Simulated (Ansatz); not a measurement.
Results of PBE0 in Ansatz (plane waves, PAW) for fcc Ir.

Settings: plane-wave cutoff 460 eV, 14×14×14 k mesh, Fermi–Dirac smearing 0.05 eV, no spin polarisation, scalar-relativistic PAW data made under PBE.

Computed at the level's own relaxed cell.

Task: Predict the equilibrium volume per atom, bulk modulus, equilibrium lattice constant a and pressure derivative B′ of the bulk modulus.

Result: 
- equilibrium volume per atom: 14.00 Å³/atom
- bulk modulus: 397 GPa
- equilibrium lattice constant a: 3.826 Å
- pressure derivative B′ of the bulk modulus: 5.2

Measured, for comparison: equilibrium volume per atom 14.06 Å³/atom, lattice constant a 3.831 Å (static lattice: zero-point anharmonic expansion removed; as tabulated in Mejia-Rodriguez and Trickey (2018), arXiv:1807.09216); bulk modulus 365 GPa (corrected for temperature and zero-point phonon effects; as tabulated in Levämäki et al. (2014), arXiv:1402.3671). Computed (rounded) less measured: equilibrium volume per atom -0.4 %, bulk modulus +9 %, lattice constant a -0.1 %.

Spin–orbit coupling is not included.

The computed numbers hold no vibrational or temperature effects.

Ansatz is a quantum-chemistry and plane-wave program.
